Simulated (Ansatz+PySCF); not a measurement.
## doublet N₂(-): levels of theory in one basis

| atom | x (Å) | y (Å) | z (Å) |
| --- | --- | --- | --- |
| N | 0.0000 | 0.0000 | -0.5489 |
| N | 0.0000 | 0.0000 | 0.5489 |

Basis set: aug-cc-pVDZ (spherical functions). Left uncorrelated: 2 orbitals. Correlation on ROHF uses semicanonical orbitals with singles. Charge -1, multiplicity 2.

Computed with Ansatz (development build ahead of 0.2.0); each method stands on the lowest determinant of its kind that the runs found. NEVPT2 correlates all electrons. Active spaces start from the frontier orbitals, and the lowest solution found is given.

| method | E − E(ROHF) (eV) | <S²> of the determinant |
| --- | --- | --- |
| ROHF | 0.00 | 0.75 |
| UHF | -0.02 | 0.76 |
| ROHF-MP2 | -8.79 | – |
| UHF-MP2 | -8.70 | 0.76 |
| ROHF-CCSD | -8.85 | – |
| UHF-CCSD | -8.92 | 0.76 |
| ROHF-CCSD(T) | -9.23 | – |
| UHF-CCSD(T) | -9.28 | 0.76 |
| UHF-CCSDT(Q) | -9.33 | 0.76 |
| CASSCF(11,8) | -2.76 | – |
| CASSCF(3,3) | -0.85 | – |
| SC-NEVPT2(3,3) | -8.82 | – |

Task: What does SC-NEVPT2(11,8) give on the same scale?

Result: -8.21 eV. NEVPT2 here correlates all electrons, so it doesn't share the others' frozen core.

Task: Is a single determinant a sound starting point here?

Result: Only with care. Unrestricted orbitals gain 0.02 eV and <S²> is 0.76 against 0.75 for a pure state, but several determinants compete. The CASSCF(11,8) natural occupations are 2.00, 2.00, 1.99, 1.94, 1.94, 1.00, 0.07, 0.07. The CASSCF(3,3) natural occupations are 1.94, 1.00, 0.06.

Caution for UHF-MP2, ROHF-CCSD(T): another reference gives a lower total. Caution for ROHF-CCSD, ROHF-CCSD(T): the amplitudes may be one of several solutions. Caution for CASSCF(11,8), CASSCF(3,3): other starts end on other solutions of this active space.
